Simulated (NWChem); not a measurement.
# NaNH2 (SMILES [NH2][Na]) at 5 levels

Wanted: a comparison of 5 runs (B2PLYP/STO-3G, B3LYP/6-31G*, PBE0/def2-SVP, MP2/STO-3G, MP2/def2-SVP) of NaNH2. 

The calculation is run with NWChem 7.3.0.

### 1 The structure to begin with

NaNH2 has 4 atoms, charge 0, and is taken as a singlet. As SMILES, `[NH2][Na]`. Geometry: relaxed at PBE0-D4/def2-TZVP.

Bond lengths: N1–Na2 2.077 Å, N1–H3 1.014 Å, N1–H4 1.014 Å. Angles: Na2–N1–H3 126.9°, Na2–N1–H4 126.9°, H3–N1–H4 104.6°.

### 2 The energy at B2PLYP/STO-3G (run 1)

run.nw reads:

```
start run
memory total 2200 mb

geometry noautosym nocenter noautoz
N     -0.188600     0.052300    -0.066200
Na     1.635800    -0.199800     0.892900
H     -1.024500    -0.509200     0.056500
H     -0.367200     0.596400    -0.903600
end

basis spherical bse
* library STO-3G
end

dft
xc hfexch 0.53 becke88 0.47 lyp 0.73 mp2 0.27
dftmp2 semidirect
mult 1
grid xfine
convergence energy 1e-08
maxiter 100
mulliken
noprint "final vectors analysis"
end

mp2
freeze core 2
end

task dft energy
```

On the command line:

```
$ nwchem run.nw > run.out
```

The log of the run:

```text
[...]
          Wavefunction type:  closed shell.
          No. of atoms     :     4
          No. of electrons :    20
[...]
          Charge           :     0
          Spin multiplicity:     1
[...]
          AO basis - number of functions:    16
[...]
              XC Information
              --------------
                     Hartree-Fock (Exact) Exchange  0.530
                    Becke 1988 Exchange Functional  0.470
              Lee-Yang-Parr Correlation Functional  0.730
[...]
 d= 0,ls=0.0,diis     1   -215.1039651858 -2.47D+02  6.80D-02  4.68D-01     0.8
[...]
 d= 0,ls=0.0,diis     8   -215.1822019599 -1.73D-10  2.07D-07  1.10D-12     3.8
         Total DFT energy =     -215.182201959900
      One electron energy =     -364.695562890846
           Coulomb energy =      140.122626762280
    Exchange-Corr. energy =      -22.013709955885
 Nuclear repulsion energy =       31.404444124551
[...]
      Total Density - Mulliken Population Analysis
     ---------------------------------------------
    Atom       Charge   Shell Charges
 -----------   ------   -------------------------------------------------------
    1 N    7     7.71   2.00  1.60  4.12
    2 Na  11    10.32   2.00  1.93  5.35  0.28  0.76
    3 H    1     0.98   0.98
    4 H    1     0.98   0.98
[...]
  Basis functions       =     16
[...]
```

Wall time 5.1 s (1 thread of AMD EPYC 7R43 (Zen 3), shared host); peak memory 0.12 GiB.

### 3 Energy and gradient at B3LYP/6-31G(d) (Cartesian functions) (run 2)

nw.nw reads:

```
start nw
title "H2NNa"
memory stack 880 mb heap 220 mb global 1100 mb
charge 0
geometry noautosym nocenter noautoz
  N    -0.188600    0.052300   -0.066200
  Na    1.635800   -0.199800    0.892900
  H    -1.024500   -0.509200    0.056500
  H    -0.367200    0.596400   -0.903600
end
basis "ao basis"
  N library 6-31G*
  Na library 6-31G*
  H library 6-31G*
end
dft
  xc b3lyp
  grid xfine
  convergence energy 1e-08
  iterations 100
  mulliken
  print medium
end
task dft gradient
```

On the command line:

```
$ nwchem nw.nw > nw.out
```

The log of the run:

```text
[...]
          Wavefunction type:  closed shell.
          No. of atoms     :     4
          No. of electrons :    20
[...]
          Charge           :     0
          Spin multiplicity:     1
[...]
          AO basis - number of functions:    38
[...]
              XC Information
              --------------
                         B3LYP Method XC Potential
                     Hartree-Fock (Exact) Exchange  0.200
                        Slater Exchange Functional  0.800 local
                    Becke 1988 Exchange Functional  0.720 non-local
              Lee-Yang-Parr Correlation Functional  0.810
                  VWN I RPA Correlation Functional  0.190 local
[...]
 d= 0,ls=0.0,diis     1   -218.1298071645 -2.50D+02  9.11D-02  6.80D-01     2.1
[...]
 d= 0,ls=0.0,diis    11   -218.2198679257 -4.47D-09  2.21D-06  2.24D-10    14.5
         Total DFT energy =     -218.219867925743
      One electron energy =     -367.028991131848
           Coulomb energy =      139.559437903891
    Exchange-Corr. energy =      -22.154758822337
 Nuclear repulsion energy =       31.404444124551
[...]
  wavefunction    = closed shell
                         DFT ENERGY GRADIENTS
    atom               coordinates                        gradient
                 x          y          z           x          y          z
   1 N      -0.356402   0.098833  -0.125100   -0.004149  -0.001421  -0.004415
   2 Na      3.091214  -0.377567   1.687336    0.000605   0.000224   0.000674
   3 H      -1.936024  -0.962248   0.106770    0.003554   0.003572  -0.000703
   4 H      -0.693907   1.127033  -1.707556   -0.000009  -0.002375   0.004444
[...]
```

Wall time 18 s (1 thread of AMD EPYC 7R43 (Zen 3), shared host); peak memory 0.11 GiB.

Runs 3 to 4 aren't shown in full; the table further down has their settings and results.

### 4 Energy and gradient at MP2/def2-SVP (run 5)

h2nna.xyz reads:

```xyz
4
H2NNa
N     -0.188600     0.052300    -0.066200
Na     1.635800    -0.199800     0.892900
H     -1.024500    -0.509200     0.056500
H     -0.367200     0.596400    -0.903600
```

run.py reads:

```python
from ase.io import read
from ase.calculators.nwchem import NWChem

system = read('h2nna.xyz')

calc = NWChem(
    label='h2nna',
    theory='mp2',
    memory='2200 mb',
    basis='def2-SVP',
    basispar='spherical bse',
    scf={'nopen': '0', 'rhf': None, 'thresh': '1e-08', 'maxiter': '80'},
    mp2={'freeze': 'core 2', 'tight': None},
)
system.calc = calc

forces = system.get_forces()
print("Total energy (eV):", round(system.get_potential_energy(), 6))
print("forces (eV/A):")
for s, f in zip(system.symbols, forces):
    print(f"{s:2s} {f[0]:10.5f} {f[1]:10.5f} {f[2]:10.5f}")
```

On the command line:

```
$ export ASE_NWCHEM_COMMAND="nwchem PREFIX.nwi > PREFIX.nwo"
$ python run.py
```

The log of the run:

```text
Total energy (eV): -5919.159006
forces (eV/A):
N     0.37070   -0.02319    0.22358
Na    0.07307   -0.00087    0.04895
H    -0.29388   -0.10783   -0.03270
H    -0.14990    0.13190   -0.23983
```

The calculator wrote h2nna.nwi:

```
title "h2nna"

permanent_dir h2nna

scratch_dir h2nna

start h2nna

geometry units angstrom nocenter noautosym noautoz
  N  -1.8859999999999999e-01 5.2299999999999999e-02 -6.6199999999999995e-02
  Na 1.6357999999999999e+00 -1.9980000000000001e-01 8.9290000000000003e-01
  H  -1.0245000000000000e+00 -5.0919999999999999e-01 5.6500000000000002e-02
  H  -3.6720000000000003e-01 5.9640000000000004e-01 -9.0359999999999996e-01
end

memory 2200 mb

basis spherical bse noprint
   * library def2-SVP
end

scf
  nopen 0
  rhf
  thresh 1e-08
  maxiter 80
end
mp2
  freeze core 2
  tight
end

task mp2 gradient
```

h2nna.nwo:

```text
Northwest Computational Chemistry Package (NWChem) 7.3.0
             --------------------------------------------------------

           Job information
           ---------------

    nwchem branch   = 7.3.0
    use scalapack   = T
    input           = h2nna.nwi
    prefix          = h2nna.
    data base       = h2nna/h2nna.db
    status          = startup
    nproc           =        1

           Memory information
           ------------------

[... 5 lines left out ...]
    hardfail = no
[... 122 lines left out ...]
 Convergence threshold     :          1.000E-08
[... 16 lines left out ...]
      One-electron energy =   -367.259473569701
[... 30 lines left out ...]
                       ROHF Final Molecular Orbital Analysis
[... 341 lines left out ...]
  MP2 natural orbitals output to h2nna/h2nna.mp2nos
[... 10 lines left out ...]
                 ----------------------------------------
                 |  Time  |  1-e(secs)   |  2-e(secs)   |
                 ----------------------------------------
                 |  CPU   |       0.00   |       0.91   |
                 ----------------------------------------
                 |  WALL  |       0.00   |       0.91   |
                 ----------------------------------------
 -----------------------
 Task  times  cpu:        6.9s     wall:        6.9s
 Total times  cpu:        7.0s     wall:        7.0s
```

Run time: 9 s. Hardware: 1 thread of AMD EPYC 7R43 (Zen 3), shared host; peak memory 0.11 GiB.

### 5 Overview of the runs

| run | level | task | Cartesian functions | energy (Eh) | dipole moment (D) | wall time |
| --- | --- | --- | --- | --- | --- | --- |
| 1 | B2PLYP/STO-3G | energy | no | -215.209721 | 6.81 | 5.1 s |
| 2 | B3LYP/6-31G* (Cartesian functions) | gradient | yes | -218.219868 | 5.14 | 18 s |
| 3 | PBE0/def2-SVP | gradient | no | -217.950002 | 5.64 | 17 s |
| 4 | MP2/STO-3G | gradient | no | -214.765289 | 6.96 | 2.4 s |
| 5 | MP2/def2-SVP | gradient | no | -217.525083 | 5.86 | 9 s |

### 6 What came out

| quantity | value |
| --- | --- |
| run 5: total energy | -217.52508 Eh |
| run 5: dipole moment (of the density that the program reports) | 5.86 D |
| run 5: HOMO energy (Hartree–Fock orbitals) | -6.78 eV |
| run 5: LUMO energy (Hartree–Fock orbitals) | 0.13 eV |
| run 5: HOMO–LUMO gap (Hartree–Fock orbitals) | 6.91 eV |
| run 5: correlation energy (2 core orbitals frozen) | -194.2 mEh |
| run 5: largest force on an atom | 0.434 eV/Å |

**Reading.** The dipole moment (its size) runs from 5.14 D (B3LYP/6-31G*) to 6.96 D (MP2/STO-3G). The two ends differ in method and basis. Totals of different functionals can't be ranked against each other. In runs 1, 4 the basis is minimal, so the values are rough. All runs together took 51 s, the longest 18 s.
